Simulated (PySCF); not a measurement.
Compound: vinylacetylene, C4H4.
Bonds: C1–C2 (triple), C2–C3, C3–C4 (double). Hydrogens: H5 on C1; H6 on C3; H7, H8 on C4.

The geometry is computed with GFN2-xTB (gas phase).

(1) What internal coordinates does the optimisation give?

Answers

(1) 
| bond | length (pm) | order |
| --- | --- | --- |
| C1≡C2 | 120.1 | triple |
| C2–C3 | 141.1 | single |
| C3=C4 | 132.8 | double |
| C1–H5 | 104.9 | single |
| C3–H6 | 108.3 | single |
| C4–H7 | 107.7 | single |
| C4–H8 | 107.7 | single |

Orders are formal, as drawn. A selection of angles:
| angle | degrees |
| --- | --- |
| C2–C1–H5 | 179.9 |
| C1–C2–C3 | 179.3 |
| C2–C3–C4 | 123.4 |
| C2–C3–H6 | 115.3 |
| C4–C3–H6 | 121.3 |
| C3–C4–H7 | 121.6 |
| C3–C4–H8 | 121.6 |
| H7–C4–H8 | 116.8 |

The C–C distances run from 1.201 Å (C1≡C2, drawn triple) to 1.411 Å (C2–C3, drawn single), a spread of 0.210 Å. The 4 heavy atoms lie in one plane (0.000 Å rms).

Point group: Cs (tolerance 0.08 Å). Not checked by GFN2-xTB frequencies.
